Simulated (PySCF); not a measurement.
# Core-level binding energies of `F/C=C/[S-]`

Compound: C₂H₂FS (charge -1).
Geometry (PBE0-D3(BJ)/def2-SVP, Å), atoms numbered from 1 in this order:
```xyz
6
C2H2FS angstrom
F     -1.664    0.626   -0.002
C     -0.538   -0.166   -0.006
C      0.703    0.360   -0.011
S      2.216   -0.469   -0.016
H     -0.778   -1.234   -0.005
H      0.697    1.468   -0.011
```

The calculation used delta-SCF UKS SCAN, pcX-2 on the ionised atom, pcseg-1 elsewhere, spin-free X2C in PySCF. Each binding energy is the total energy of the core-ionised species, with the hole localised on one atom, minus that of the ground state; both are solved self-consistently, so orbital relaxation is included.

**Question.** Give the core binding energies atom by atom.

**Answer.** 
```
atom(s)                 bonded to  level  binding energy (eV)  above the level's lowest (eV)  count
     F1                         C   F 1s               687.70                           0.00      1
     C2  F, C (double bond) and H   C 1s               286.44                          +0.84      1
     C3  S, C (double bond) and H   C 1s               285.60                           0.00      1
     S4                         C   S 1s              2469.49                           0.00      1
```

Lowest listed C 1s: C3, bonded to S, C (double bond) and H. Highest, 0.84 eV above it: C2, bonded to F, C (double bond) and H. Summing the Pauling electronegativity differences to the bonded atoms, each weighted by its formal bond order, gives -0.32 for the lowest site and +1.08 for the highest.

**Question.** What is the longest wavelength that can ionise C 1s of C3 vertically?

**Answer.** λ = hc/E = 12398.42 eV Å / 285.60 eV = 43.412 Å.

Not every level is listed. The unrestricted hole states depart most from a pure doublet (⟨S²⟩ = 0.75; over 0.85 named) for C 1s of C3 (0.93), which makes this value less certain. The species carries charge -1, so core ionisation leaves a neutral species. The basis sets have no added diffuse functions. Isolated species at its PBE0-D3(BJ)/def2-SVP geometry, gas phase.
